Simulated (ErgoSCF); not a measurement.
# One shape, several levels: CH3BN− ([B(CN)H3]-)

Aim: a comparison of 6 runs (HF/STO-3G, HF/3-21G, PBE/6-31G, B3LYP/6-31G*, PBE0/def2-SVP, BLYP/6-311G**) of CH3BN− ([B(CN)H3]-). 

Program for the calculation: ErgoSCF 3.8.

1 further run of the same task is left out (set aside as unsound or not needed).

**1. Starting point**

CH3BN− has 6 atoms, charge -1, and is taken as a singlet. SMILES: `[H][B-]([H])([H])C#N`. The coordinates come from a GFN2-xTB relaxation.

Bond lengths: B1–C2 1.555 Å, C2–N3 1.159 Å, B1–H4 1.224 Å, B1–H5 1.225 Å, B1–H6 1.224 Å. Angles: B1–C2–N3 179.5°, C2–B1–H4 108.6°, C2–B1–H5 108.7°, C2–B1–H6 108.8°, H4–B1–H5 110.2°, H4–B1–H6 110.3°, H5–B1–H6 110.2°.

**2. A single-point energy at HF/STO-3G (run 1)**

ergo.in

```
set_nthreads(1)
tmpdir = "."
scf.output_mulliken_pop = 1
scf.use_diagonalization = 1
scf.max_number_of_iterations = 120
basis = "STO-3G"
charge = -1
molecule_inline Angstrom
B  -0.008840 -0.000890 -0.515200
C  0.012590 0.003010 1.039770
N  0.037140 0.002160 2.198270
H  1.146410 0.004020 -0.920920
H  -0.598610 1.000520 -0.903260
H  -0.588700 -1.008830 -0.898660
EOF
run "HF"
```

The basis set STO-3G is read from a file made from the Basis Set Exchange's data (not shown).

Launch:

```sh
$ ergo ergo.in
```

What it wrote:

```text
[...]
INSC SCF_general constructor, number of basis functions: 18
[...]
INSC Energy   1 =        -91.36900490323
[...]
INDE E_LUMO =          0.62889582227
[...]
INSC Energy  16 =       -117.17169584065  ( diff     -0.000000000000995 )
[...]
RESC CONVERGED after  16 iterations.
RESC FINAL ENERGY:       -117.17169584065
[...]
INSC SCF: dipole_moment_x [atomic units] =      -0.01405814
INSC SCF: dipole_moment_y [atomic units] =      -0.00031416
INSC SCF: dipole_moment_z [atomic units] =      -0.72456261
[...]
```

Run time: 0.88 s. Hardware: 1 thread of Intel Xeon 6975P-C (Granite Rapids), shared host; peak memory 0.26 GiB.

**3. The energy at HF/3-21G (run 2)**

molecule.xyz

```xyz
6

B     -0.008840    -0.000890    -0.515200
C      0.012590     0.003010     1.039770
N      0.037140     0.002160     2.198270
H      1.146410     0.004020    -0.920920
H     -0.598610     1.000520    -0.903260
H     -0.588700    -1.008830    -0.898660
```

ergo.in

```
set_nthreads("env")
molecule "molecule.xyz"
scf.output_mulliken_pop = 1
tmpdir = "."
basis = "3-21G"
scf.max_number_of_iterations = 120
scf.use_diagonalization = 1
charge = -1
run "HF"
```

The basis set 3-21G is read from a file made from the Basis Set Exchange's data (not shown).

Launch:

```sh
$ ergo ergo.in
```

What it wrote:

```text
[...]
INSC SCF_general constructor, number of basis functions: 33
[...]
INSC Energy   1 =        -67.42625533571
[...]
INDE E_LUMO =          0.43217247946
[...]
INSC Energy  16 =       -118.09728214949  ( diff     -0.000000000002331 )
[...]
RESC CONVERGED after  16 iterations.
RESC FINAL ENERGY:       -118.09728214949
[...]
INSC SCF: dipole_moment_x [atomic units] =      -0.01702410
INSC SCF: dipole_moment_y [atomic units] =      -0.00084295
INSC SCF: dipole_moment_z [atomic units] =      -0.91660532
[...]
```

Run time: 1.1 s. Hardware: 1 thread of Intel Xeon 6975P-C (Granite Rapids), shared host; peak memory 0.26 GiB.

Runs 3 to 5 aren't shown in full; the table further down has their settings and results.

**4. A single-point energy at BLYP/6-311G(d,p) (run 6)**

run.inp

```
set_nthreads("env")
XC.radint = 1e-11
basis = "6-311G**"
XC.angint = 41
XC.sparse_mode = 0
tmpdir = "."
scf.max_number_of_iterations = 120
charge = -1
scf.output_mulliken_pop = 1
scf.use_diagonalization = 1
molecule_inline
B  -0.01670518 -0.00168186 -0.97358690
C  0.02379165 0.00568808 1.96488053
N  0.07018443 0.00408181 4.15412825
H  2.16640093 0.00759670 -1.74028658
H  -1.13120896 1.89070878 -1.70691402
H  -1.11248177 -1.90641241 -1.69822128
EOF
run "BLYP"
```

The basis set 6-311G** is read from a file made from the Basis Set Exchange's data (not shown).

Launch:

```sh
$ ergo run.inp
```

What it wrote:

```text
[...]
INDF Weighted mixed functional:
[...]
INSC Energy   1 =        -51.84159630027
[...]
INDE E_LUMO =          0.22132711332
[...]
INSC Energy  20 =       -119.54218960976  ( diff      0.000000000000028 )
[...]
RESC CONVERGED after  20 iterations.
RESC FINAL ENERGY:       -119.54218960976
[...]
INSC SCF: dipole_moment_x [atomic units] =      -0.01690170
INSC SCF: dipole_moment_y [atomic units] =      -0.00109408
INSC SCF: dipole_moment_z [atomic units] =      -0.96545508
[...]
```

Run time: 11 s. Hardware: 1 thread of Intel Xeon 6975P-C (Granite Rapids), shared host; peak memory 0.26 GiB.

**5. All runs side by side**

```
run                               level  integration grid  radint  energy (Eh)  wall time
  1                           HF/STO-3G                 –       –  -117.171696     0.88 s
  2                            HF/3-21G                 –       –  -118.097282      1.1 s
  3                           PBE/6-31G             Turbo   1e-11  -119.346718        6 s
  4  B3LYP/6-31G* (spherical functions)             Turbo   1e-11  -119.551475      8.4 s
  5                       PBE0/def2-SVP             Turbo   1e-11  -119.307345       13 s
  6                       BLYP/6-311G**             Turbo   1e-11  -119.542190       11 s
```

**6. Outcome**

```
           quantity          value
run 6: total energy  -119.54219 Eh
```

In words: Totals of different functionals can't be ranked against each other. In run 1 the basis is minimal, so the values are rough. All runs together took 40 s, the longest 13 s.
